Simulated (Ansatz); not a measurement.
**HC–SeH⁺, quartet in cc-pVDZ: errors against UCCSDT(Q)**

Geometry: that of the HC–SeH, triplet, kept fixed. The doublet lies 1.6 eV lower here.

| atom | x (Å) | y (Å) | z (Å) |
| --- | --- | --- | --- |
| C | -0.1382 | 0.0631 | 1.5565 |
| Se | 0.0124 | -0.0276 | -0.2598 |
| H | 0.6196 | -0.0163 | 2.3303 |
| H | 0.0556 | 1.4286 | -0.5243 |

Basis cc-pVDZ; Ansatz 0.2.0. Correlated methods freeze the noble-gas cores and the filled d shells of p-block atoms, which leaves 11 electrons in 36 orbitals. R marks a restricted (for open shells ROHF) determinant, U an unrestricted one. Active spaces: valence = (11e, 10o) chosen from the atoms' valence shells. No spin–orbit coupling is included, and no scalar relativity.

Full CI isn't at hand for all of this; UCCSDT(Q) serves as the reference, and is uncertain by about the last step of the cluster series. The frozen core follows each run's orbitals, which can shift R against U totals by a few meV for light atoms and by up to 0.1 eV past Ca.

* UHF ⟨S²⟩: 3.773
* T1 diagnostic (RCCSD): 0.0204
* largest doubles amplitude (RCCSD): 0.029
* T1 diagnostic (UCCSD): 0.0151

| level | E − E(UCCSDT(Q)) (kJ/mol) | share of correlation (%) | wall time |
| --- | --- | --- | --- |
| UHF | 561.3 | 3.64 | – |
| UMP2 | 107.5 | 81.54 | – |
| UCCSD | 16.6 | 97.15 | – |
| UCCSD(T) | 3.2 | 99.45 | 12 s |
| UCCSDT | 0.7 | 99.87 | – |

The correlation energy at UCCSDT(Q), counted from RHF, is -6.037 eV. That run took 65 s on 1 thread of AMD EPYC, shared host.

Run but not shown, since their state or frozen core can't be matched to the reference's or they repeat it: RHF, RMP2, CISD, RCCSD, RCCSD(T), BCCD(T), RCCSDT, RCCSDT(Q), CASSCF (valence space), NEVPT2 (valence space), MRCISD (valence space), MRCISD+Q (valence space), MRCISD+Q(relaxed) (valence space).

Times hold each run's SCF and search for its determinant on a shared host, so for small cases they say little of a method's own cost; they ran on 1 thread of AMD EPYC.

Natural occupations of CASSCF (valence space) about the gap: 1.978 1.973 1.967 1.002 1.001 0.998 0.036 0.032 0.020; effectively unpaired electrons, Σ n²(2−n)², 3.02.
